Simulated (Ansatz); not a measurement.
## How the equilibrium lattice constant a of P (model structure, started from the lonsdaleite type, P6₃/mmc, No. 194, 4 atoms in the cell) moves with the method

No measured value is used here.

| level (code) | value (Å) |
|---|---|
| PBE (Ansatz) | 3.281 |
| PBEsol (Ansatz) | 3.236 |
| PBE-D3(BJ) (Ansatz) | 3.246 |

Ansatz's density-functional and Hartree–Fock values are scalar-relativistic unless marked +SOC, with PAW data made under PBE.

A model structure was made by putting elements into a prototype or built by hand; it is no filed structure, need not be a known phase, and can be a saddle point held by its symmetry.

Ansatz is an electronic-structure program.
